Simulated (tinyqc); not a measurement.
Orbital energy against energy difference: ionisation energy by orbital energies and by energy differences in the 6-31g* basis, for HF, spin multiplicity 1. Computed by the program tinyqc with PySCF. The cation is unrestricted; errors are against CCSD(T) in this basis, not against experiment.

Geometry (angstrom):
```
atom       x       y       z
F     0.0000  0.0000  0.0000
H     0.0000  0.0000  0.8610
```

CCSD(T) difference in the same basis = 15.7078 eV

IP-EOM-CCSD = 15.3960 eV

First vertical ionisation energy (eV):
```
method     -e(HOMO)  E(cation) - E  error of -e(HOMO)  error of the difference
HF          17.2692      14.428276             1.5614                  -1.2795
PBE          8.3278      15.950421            -7.3800                   0.2426
B3LYP       10.4004      16.015459            -5.3075                   0.3076
PBE0        10.8530      15.896159            -4.8548                   0.1883
CAM-B3LYP   12.3543      16.006779            -3.3535                   0.2990
LC-wPBE     13.6968      16.073938            -2.0110                   0.3661
```

Estimate the missing row, method = LDA.

Computed row:
```
method  -e(HOMO)  E(cation) - E  error of -e(HOMO)  error of the difference
LDA       8.4456      16.365150            -7.2623                   0.6573
```

Koopmans errs by +1.56 eV and Delta-HF by -1.28 eV: relaxation, 2.84 eV, lowers the value and the missing correlation difference works against it. The PBE level is off by -7.4 eV through the wrong tail of its potential, though its energy difference is off by +0.24 eV; exact exchange deepens the level, and among the orbital energies HF comes closest; among the differences PBE0 does.
